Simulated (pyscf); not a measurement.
Thermochemistry of product channels of F–GeH₂–F + F atom (F•) on the doublet surface, in kJ/mol, from ωB97M-D3(BJ)/def2-TZVP energies (ideal gas, 1 atm, RRHO with modes under 100 cm⁻¹ raised to 100, one conformer, R ln 2 for chiral ones without a mode under 150 cm⁻¹). Optimised with ωB97X-D3(BJ)/def2-SVP in PySCF.

| products | ΔE | ΔH(298 K) | ΔG(900 K) | ΔG(1200 K) |
|---|---|---|---|---|
| F–Ge:–F [singlet] + hydrogen fluoride (HF) + H atom (H•) | -83.0 | -95.8 | -216.8 | -257.4 |
| hydrogen fluoride (HF) + F–GeH•–F | … | -203.9 | -232.5 | … |
| F–GeH(F)–F + H atom (H•) | -173.4 | -185.6 | -172.2 | -169.6 |
| F–Ge•(F)–F + hydrogen (H₂) | … | -258.7 | -264.0 | -266.4 |

Problem. What belongs in the gaps?

Solution. 
- hydrogen fluoride (HF) + F–GeH•–F, ΔE: -205.6
- hydrogen fluoride (HF) + F–GeH•–F, ΔG(1200 K): -241.0
- F–Ge•(F)–F + hydrogen (H₂), ΔE: -251.5

These are energies of the channels, which say nothing of barriers. Left out: orbital degeneracy and the spin-orbit lowering of F. Elements up to Kr have no core potential and no relativistic terms here.
